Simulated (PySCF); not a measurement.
**Working out the ionisation energy of Ne**

Ne [Ne] (1S) → Ne⁺ [He] 2s2 2p5 (2P). Calculation: PySCF 2.14, in aug-cc-pwCVQZ; the non-relativistic Hamiltonian (point nucleus). Frozen: nothing. Energies in hartree (1 hartree = 27.21139 eV):

```json
{"part": "UHF", "Ne (lower)": "-128.543763", "Ne⁺ (upper)": "-127.821232"}
{"part": "MP2 opposite-spin", "Ne (lower)": "-0.280345", "Ne⁺ (upper)": "-0.227166"}
{"part": "MP2 same-spin", "Ne (lower)": "-0.085277", "Ne⁺ (upper)": "-0.061400"}
```

**Question.** What does Hartree-Fock give?

**Answer.** (-127.821232) − (-128.543763) = 0.722531 hartree = 19.661 eV.

**Question.** What do MP2 and SCS-MP2 (6/5 opposite-spin, 1/3 same-spin) give?

**Answer.** The opposite-spin parts differ by 1.447 eV and the same-spin parts by 0.650 eV. MP2: 19.661 + (1.447) + (0.650) = 21.758 eV. SCS-MP2: 19.661 + 1.2 × (1.447) + (0.650)/3 = 21.614 eV.

Measured between the centres of the two terms (NIST): 21.597 eV, so MP2 (valence and next inner shell) is off by 0.161 eV.

What remains against the reference includes basis incompleteness and correlation beyond second order.
